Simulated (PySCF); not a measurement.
Species: C4H4F2.
SMILES: `CC1=CC1(F)F`

Level: PBE0/def2-SVPD in PySCF, non-relativistic, on one gas-phase PBE0-D3(BJ)/def2-SVP geometry that isn't relaxed in the solvent. The solvent is an IEF-PCM continuum (Bondi radii, 1.10 Å for H, scaled by 1.2), and excitations are vertical TDDFT with non-equilibrium linear response and a frozen core. Only the electrostatic response of the medium enters.

Gas-phase singlets (H = HOMO, L = LUMO):

```
state  E (eV)  λ (nm)      f  leading configuration
   S1   6.176     201  0.001                H→L 99%
   S2   7.653     162  0.162              H-1→L 78%
   S3   7.816     159  0.000              H-2→L 97%
   S4   7.839     158  0.063              H→L+1 82%
   S5   8.064     154  0.005            H-1→L+1 99%
```

Problem. What are the lowest 5 singlets in chloroform (ε = 4.711)?

Solution. 
| state | E (eV) | λ (nm) | f | leading configuration | change by rank (eV) |
| --- | --- | --- | --- | --- | --- |
| S1 | 6.315 | 196 | 0.001 | H→L 99% | +0.139 |
| S2 | 7.647 | 162 | 0.284 | H-1→L 91% | -0.006 |
| S3 | 7.844 | 158 | 0.000 | H-2→L 97% | +0.028 |
| S4 | 7.912 | 157 | 0.032 | H→L+1 93% | +0.073 |
| S5 | 8.102 | 153 | 0.012 | H-1→L+1 99% | +0.038 |

Problem. The ground-state energy changes by -0.146 eV from gas to chloroform. By how much does the total energy of gas-phase S1 change?

Solution. E(S1) = E(S0) + excitation energy, so it changes by -0.146 + 0.139 = -0.007 eV: it is lowered less than the ground state, which is what a blue shift means. This is the vertical state, with the slow part of the continuum still set for S0.

Problem. How do the frontier levels move from gas to chloroform?

Solution. 
```json
{"orbital": "LUMO+2", "gas (eV)": "1.46", "solvent (eV)": "1.66", "change (eV)": "+0.20"}
{"orbital": "LUMO+1", "gas (eV)": "0.54", "solvent (eV)": "0.73", "change (eV)": "+0.19"}
{"orbital": "LUMO", "gas (eV)": "-0.39", "solvent (eV)": "-0.21", "change (eV)": "+0.18"}
{"orbital": "HOMO", "gas (eV)": "-8.39", "solvent (eV)": "-8.37", "change (eV)": "+0.02"}
{"orbital": "HOMO-1", "gas (eV)": "-8.70", "solvent (eV)": "-8.59", "change (eV)": "+0.11"}
{"orbital": "HOMO-2", "gas (eV)": "-10.29", "solvent (eV)": "-10.14", "change (eV)": "+0.15"}
{"orbital": "HOMO-3", "gas (eV)": "-11.29", "solvent (eV)": "-11.50", "change (eV)": "-0.21"}
```

The HOMO–LUMO gap goes from 8.00 to 8.16 eV. Rows go by rank; for LUMO+1 and LUMO+2 the atom shares or the degeneracy differ between the runs, so the row needn't follow one orbital.
